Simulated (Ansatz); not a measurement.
Compare A (`C=C(N)OCF`) with its isomer B (`CC(N)(F)C=O`).

Program: Ansatz. Geometries: PBE0-D4/def2-TZVP. ΔE: electronic, gas phase. CCSD(T)/CBS adds triple-zeta CCSD(T) − MP2 to the extrapolated MP2 energy (def2 sets, frozen cores). Functionals use def2-TZVPP. B3LYP here is the variant with VWN-RPA as its local correlation; programs differ in this. Each species was taken in one conformer, which may not be the lowest.

A:

Z-matrix (Å, degrees):
```
C
O 1 1.383
F 1 1.372 2 110.3
H 1 1.093 2 111.7 3 119.4
H 1 1.091 2 106.8 3 -117.1
C 2 1.376 1 116.1 3 -79.7
N 6 1.387 2 112.2 1 -65.8
C 6 1.328 2 120.5 1 113.5
H 7 1.008 6 113.7 2 -177.4
H 7 1.011 6 113.5 2 -48.0
H 8 1.081 6 121.0 2 172.7
H 8 1.079 6 119.8 2 -7.8
```

B:

```xyz
12

C    -0.305    0.021   -1.280
C     0.240    0.205    0.121
N    -0.745    0.729    0.992
F     1.363    1.022    0.037
C     0.679   -1.144    0.691
O     1.785   -1.400    1.059
H    -0.666    0.981   -1.656
H     0.484   -0.336   -1.942
H    -1.132   -0.690   -1.282
H    -1.185    1.556    0.612
H    -0.367    0.937    1.907
H    -0.151   -1.881    0.742
```

Q: Which isomer does CCSD(T)/CBS put lower? Give the gap. (An estimate is asked.)

A: The calculation gave: B, by 15.1 kcal/mol.

Q: Give E(B) − E(A) in kcal/mol with B3LYP-D4, CCSD(T)/def2-TZVPP, MP2/def2-TZVPP, ωB97M-V, PBE0-D4, B2PLYP, B3LYP. (Estimate.)

A: The calculation gave: B3LYP-D4 -12.8, CCSD(T)/def2-TZVPP -15.3, MP2/def2-TZVPP -15.8, ωB97M-V -14.7, PBE0-D4 -13.3, B2PLYP -14.2, B3LYP -12.6. None reverses the order clearly.

Largest T1 diagnostic: 0.013.

In def2-TZVPP, CCSD(T) changes the Hartree–Fock value by −1.0 kcal/mol (the triples alone add +0.0 kcal/mol) and MP2 by −1.6 kcal/mol.
